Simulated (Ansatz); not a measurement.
We consider rock-salt LiF, described by HSE06 in Ansatz (plane waves, PAW).

Total energies, extrapolated to zero smearing (they compare only within this program, potentials and cutoff; free atoms with spin allowed, lowest state found):

```
system                  energy (eV/atom)
----------------------  ----------------
rock-salt LiF, relaxed         -508.0601
free Li atom                   -203.1825
free F atom                    -804.4715
```

Task: Work out the cohesive energy per atom.

Result: E_coh = [1 × (-203.1825) + 1 × (-804.4715)]/2 − (-508.0601) = 4.23 eV/atom. The reference value is 4.46 eV/atom (measured, static lattice: zero-point vibration energy added; as tabulated in Mejia-Rodriguez and Trickey (2018), arXiv:1807.09216), a difference of -0.23 eV/atom.

The PAW data were made under PBE.

Ansatz is a quantum-chemistry and plane-wave program.
